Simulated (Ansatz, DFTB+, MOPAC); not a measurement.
Species: CH$_{4}$N (charge -1, singlet). SMILES: C[NH-]

Atoms: C1, N2, H3, H4, H5, H6. Bonds: C1-N2, C1-H3, C1-H5, C1-H6, N2-H4.

Bond lengths (Å) and angles (degrees) optimised at PM3 with MOPAC; PM7 with MOPAC; MNDO with MOPAC; SCC-DFTB with DFTB+; HF/6-31G* with Ansatz (an electronic-structure program); PBE/6-31G* with Ansatz, each started from the B3LYP-D3(BJ)/def2-TZVP structure (Ansatz) of the last column. A row stands for all coordinates that are equal there. 6-31G* holds six Cartesian d functions. No wavenumbers were computed at MNDO, SCC-DFTB, PBE/6-31G*, so these may be saddle points.

| coordinate | PM3 | PM7 | MNDO | SCC-DFTB | HF/6-31G* | PBE/6-31G* | B3LYP-D3(BJ)/def2-TZVP |
|---|---|---|---|---|---|---|---|
| C1-N2 | 1.423 | 1.446 | 1.387 | 1.351 | 1.419 | 1.409 | 1.421 |
| C1-H3 | 1.116 | 1.110 | 1.148 | 1.249 | 1.127 | 1.175 | 1.141 |
| C1-H5 | 1.102 | 1.103 | 1.124 | 1.146 | 1.102 | 1.126 | 1.108 |
| N2-H4 | 1.001 | 0.997 | 1.009 | 1.044 | 1.022 | 1.047 | 1.028 |
| N2-C1-H3 | 116.1 | 114.4 | 117.5 | 119.4 | 118.2 | 120.8 | 118.7 |
| N2-C1-H5 | 108.4 | 107.3 | 110.8 | 114.1 | 109.9 | 109.9 | 109.7 |
| C1-N2-H4 | 106.7 | 110.2 | 108.3 | 110.9 | 105.2 | 104.5 | 106.6 |
| H3-C1-H5 | 106.0 | 107.1 | 104.7 | 101.7 | 103.3 | 101.6 | 103.1 |
| H3-C1-H6 | 103.4 | 106.1 | 100.1 | 97.4 | 101.9 | 99.1 | 101.5 |

Mean signed difference of all 5 bond lengths from B3LYP-D3(BJ)/def2-TZVP: PM3 -0.016 Å, PM7 -0.015 Å, MNDO -0.005 Å, SCC-DFTB 0.040 Å, HF/6-31G* -0.009 Å, PBE/6-31G* 0.019 Å.
